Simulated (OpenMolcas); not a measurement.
# One shape, several levels: BH2O (SMILES B[O])

Wanted: a comparison of 3 runs (UPBE0/STO-3G, ROMP2/STO-3G, ROCCSD(T)/STO-3G) of BH2O. 

Program for the calculation: OpenMolcas 26.06.

## (1) The system as given

BH2O has 4 atoms, charge 0, and is taken as a doublet. SMILES: `B[O]`. Geometry: relaxed at PBE0-D4/def2-TZVP.

Bond lengths: B1–O2 1.281 Å, B1–H3 1.211 Å, B1–H4 1.211 Å. Angles: O2–B1–H3 119.9°, O2–B1–H4 119.9°, H3–B1–H4 120.2°.

## (2) A single-point energy at UPBE0/STO-3G (run 1)

Input file job.input:

```
&GATEWAY
BasLib=$CurrDir
BasisSet
B.STO-3G....
B1 -0.001100 -0.010300 -0.015100 angstrom
End of Basis
BasisSet
O.STO-3G....
O2 1.025300 -0.340800 0.676900 angstrom
End of Basis
BasisSet
H.STO-3G....
H3 -1.052600 -0.587700 0.151600 angstrom
H4 0.083900 0.878500 -0.833600 angstrom
End of Basis
&SEWARD
GridInput
Grid=UltraFine
End of Grid
&SCF
UHF
Spin=2
KSDFT=PBE0
Thresholds=1e-10 1e-07 1e-07 1e-05
PrOrbitals=1 1
```

The basis set STO-3G is read from a file made from the Basis Set Exchange's data (not shown).

Command:

```
$ export MOLCAS_MEM=1860
$ pymolcas job.input > job.log
```

The log of the run:

```text
--- Start Module: gateway ---
[...]
--- Stop Module: gateway /rc=_RC_ALL_IS_WELL_ ---
--- Start Module: seward ---
[...]
      Basis functions           12
--- Stop Module: seward /rc=_RC_ALL_IS_WELL_ ---
--- Start Module: scf ---
[...]
       Convergence after  13 Iterations
[...]
::    Total KS-DFT energy                             -99.7916879618
[...]
      Total spin, S                                     0.5040437229
[...]
      Total electronic charge=   15.000000
      Total            charge=   -0.000000
[...]
      Dipole Moment (debye):
      Origin of the operator (angstrom)=    0.5311   -0.1816    0.3437
                   X= -1.8264E-01               Y=  5.8787E-02               Z= -1.2311E-01           Total=  2.2797E-01
      Quadrupole Moment (debye*angstrom):
[...]
--- Stop Module: scf /rc=_RC_ALL_IS_WELL_ ---
[...]
```

Run time: 2.8 s. Hardware: 1 thread of Intel Xeon 6975P-C (Granite Rapids), shared host; peak memory 0.37 GiB.

## (3) The energy at ROMP2/STO-3G (run 2)

Input file job.input:

```
* BH2O ROMP2
&GATEWAY
BasLib = $CurrDir
BasisSet
B.STO-3G....
B1 -0.001100 -0.010300 -0.015100 angstrom
End of Basis
BasisSet
O.STO-3G....
O2 1.025300 -0.340800 0.676900 angstrom
End of Basis
BasisSet
H.STO-3G....
H3 -1.052600 -0.587700 0.151600 angstrom
H4 0.083900 0.878500 -0.833600 angstrom
End of Basis
&SEWARD
&SCF
UHF
Spin = 2
Thresholds = 1e-10 1e-07 1e-07 1e-05
PrOrbitals = 1 1
&RASSCF
FileOrb = $Project.UnaOrb
Spin = 2
Nactel = 1 0 0
Inactive = 7
Ras2 = 1
OutOrbitals = Canonical
OrbListing = Nothing
&CASPT2
IPEA = 0.0
Frozen = 2
```

The basis set STO-3G is read from a file made from the Basis Set Exchange's data (not shown).

Command:

```
$ export MOLCAS_MEM=1860
$ pymolcas job.input > job.log
```

The log of the run:

```text
--- Start Module: gateway ---
[...]
--- Stop Module: gateway /rc=_RC_ALL_IS_WELL_ ---
[...]
      Basis functions           12
[...]
       Convergence after  16 Iterations
[...]
::    Total SCF energy                                -99.3856366996
[...]
      Total spin, S                                     0.5092353422
[...]
--- Start Module: rasscf ---
[...]
      Number of active orbitals                  1
[...]
      Spin quantum number                      0.5
[...]
      Active orbitals                            1
[...]
      Number of CSFs                             1
[...]
      Number of root(s) required                 1
[...]
      Convergence after  8 iterations
[...]
      printout of CI-coefficients larger than  0.05 for root  1
      energy=     -99.382573
      conf/sym  1     Coeff  Weight
             1  u   1.00000 1.00000
      Natural orbitals and occupation numbers for root  1
      sym 1:   1.000000
      ************************************************************************************************************************
      *                                                    Final results                                                     *
[...]
::    RASSCF root number  1 Total energy:    -99.38257349
[...]
      Total electronic charge=   15.000000
      Total            charge=   -0.000000
[...]
      Dipole Moment (debye):
      Origin of the operator (angstrom)=    0.5311   -0.1816    0.3437
                   X= -1.7579E-01               Y=  5.6477E-02               Z= -1.1839E-01           Total=  2.1934E-01
      Quadrupole Moment (debye*angstrom):
[...]
--- Stop Module: rasscf /rc=_RC_ALL_IS_WELL_ ---
--- Start Module: caspt2 ---
[...]
 ###    WARNING: User changed nr of frozen orbitals.                         ###
 ###############################################################################
[...]
      E2 (Variational):          -0.0689646879
      Total energy:             -99.4515381817
[...]
      Reference weight:           0.96793
[...]
::    CASPT2 Root  1     Total energy:    -99.45153818
[...]
--- Stop Module: caspt2 /rc=_RC_ALL_IS_WELL_ ---
[...]
```

It took 1.5 s on 1 thread of Intel Xeon 6975P-C (Granite Rapids), shared host; peak memory 0.37 GiB.

## (4) The energy at ROCCSD(T)/STO-3G (run 3)

Input file job.inp:

```
>>> EXPORT MOLCAS_PRINT=2
&gateway
baslib=$CurrDir
basisset
B.STO-3G....
B1 -0.001100 -0.010300 -0.015100 angstrom
End of Basis
basisset
O.STO-3G....
O2 1.025300 -0.340800 0.676900 angstrom
End of Basis
basisset
H.STO-3G....
H3 -1.052600 -0.587700 0.151600 angstrom
H4 0.083900 0.878500 -0.833600 angstrom
End of Basis
&seward
&scf
uhf
spin=2
thresholds=1e-10 1e-07 1e-07 1e-05
prorbitals=1 1
&rasscf
fileorb=$Project.UnaOrb
spin=2
nactel=1 0 0
inactive=7
ras2=1
outorbitals=Canonical
orblisting=Nothing
&motra
jobiph
frozen=2
&ccsdt
cct
triples=3
iterations=80
accuracy=1e-08
extrapolation=5 4
```

The basis set STO-3G is read from a file made from the Basis Set Exchange's data (not shown).

Command:

```
$ export MOLCAS_MEM=1860
$ pymolcas job.inp > job.log
```

The log of the run:

```text
--- Start Module: gateway ---
[...]
--- Stop Module: gateway /rc=_RC_ALL_IS_WELL_ ---
[...]
      Basis functions           12
[...]
       Convergence after  16 Iterations
[...]
::    Total SCF energy                                -99.3856366996
[...]
      Total spin, S                                     0.5092353422
[...]
      Number of active orbitals                  1
[...]
      Spin quantum number                      0.5
[...]
      Active orbitals                            1
[...]
      Number of CSFs                             1
[...]
      Number of root(s) required                 1
[...]
      Convergence after  8 iterations
[...]
      printout of CI-coefficients larger than  0.05 for root  1
      energy=     -99.382573
      conf/sym  1     Coeff  Weight
             1  u   1.00000 1.00000
      Natural orbitals and occupation numbers for root  1
      sym 1:   1.000000
      ************************************************************************************************************************
      *                                                    Final results                                                     *
[...]
::    RASSCF root number  1 Total energy:    -99.38257349
[...]
      Total electronic charge=   15.000000
      Total            charge=   -0.000000
[...]
      Dipole Moment (debye):
      Origin of the operator (angstrom)=    0.5311   -0.1816    0.3437
                   X= -1.7579E-01               Y=  5.6477E-02               Z= -1.1839E-01           Total=  2.1934E-01
      Quadrupole Moment (debye*angstrom):
[...]
--- Start Module: motra ---
[...]
      *** WARNING: Default frozen orbitals is overwritten by user input.
      *** Default values:   2
[...]
--- Stop Module: motra /rc=_RC_ALL_IS_WELL_ ---
--- Start Module: ccsdt ---
[...]
      Convergence after                    19  Iterations
      Total energy (diff) :     -99.47666132       0.00000001
[...]
 METHOD                       : CCSD+T(CCSD)+<T3(1)WT1>+<T3(1)UT2> = CCSD(T)
[...]
       CCSD     =       -99.4766613187201
[...]
--- Stop Module: ccsdt /rc=_RC_ALL_IS_WELL_ ---
[...]
```

Wall time 1.5 s (1 thread of Intel Xeon 6975P-C (Granite Rapids), shared host); peak memory 0.37 GiB.

## (5) The series

| run | level | integration grid | frozen core orbitals | energy (Eh) | wall time |
| --- | --- | --- | --- | --- | --- |
| 1 | UPBE0/STO-3G | UltraFine | – | -99.791688 | 2.8 s |
| 2 | ROMP2/STO-3G | – | 2 | -99.451538 | 1.5 s |
| 3 | ROCCSD(T)/STO-3G | – | 2 | -99.479808 | 1.5 s |

## (6) What came out

```
             quantity         value
  run 3: total energy  -99.47981 Eh
run 3: (T) correction     -3.15 mEh
```

What this shows: In runs 1, 2, 3 the basis is minimal, so the values are rough. All runs together took 5.8 s, the longest 2.8 s.
